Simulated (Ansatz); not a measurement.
Fluorite CeO2, treated with PBE-D3(BJ) (Ansatz, a program for electronic structure, plane waves, PAW).

Settings: plane-wave cutoff 520 eV, 12×12×12 k mesh, Fermi–Dirac smearing 0.01 eV, no spin polarisation, scalar-relativistic PAW data made under PBE.

Cell (relaxed at this level):

```cif
data_CeO2
_chemical_formula_sum 'Ce1 O2'
_space_group_name_H-M_alt 'P 1'
_space_group_IT_number 1
_cell_length_a 3.84149
_cell_length_b 3.84149
_cell_length_c 3.84149
_cell_angle_alpha 60.000
_cell_angle_beta 60.000
_cell_angle_gamma 60.000
loop_
_space_group_symop_operation_xyz
  'x, y, z'
loop_
_atom_site_label
_atom_site_type_symbol
_atom_site_fract_x
_atom_site_fract_y
_atom_site_fract_z
_atom_site_occupancy
Ce1 Ce 0.00000 0.00000 0.00000 1
O1 O 0.25000 0.25000 0.25000 1
O2 O 0.75000 0.75000 0.75000 1
```

Problem. Give the computed band gap, Γ–Γ gap, bulk modulus and pressure derivative B′ of the bulk modulus.

Solution. 
- band gap = 1.94 eV
- Γ–Γ gap = 2.87 eV
- bulk modulus = 181 GPa
- pressure derivative B′ of the bulk modulus = 4.5

Measured, for comparison: band gap 3 eV (temperature not stated, not corrected to a static lattice, O 2p to Ce 4f, our sources range from 3.00 to 3.20; as tabulated in Tran et al. (2019), arXiv:1908.01820); bulk modulus 220 ± 9 GPa (room temperature, not corrected to a static lattice, our sources range from 220 to 230; as tabulated in High Pressure Brillouin Spectroscopy and X-ray Diffraction of Cerium Dioxide …). Computed (rounded) less measured: bulk modulus -18 % (-18 % to -21 % over the range).

Spin–orbit coupling is not included.

Static lattice: no zero-point or thermal effects.

Cost on a shared machine: around 40 core-seconds (rough).
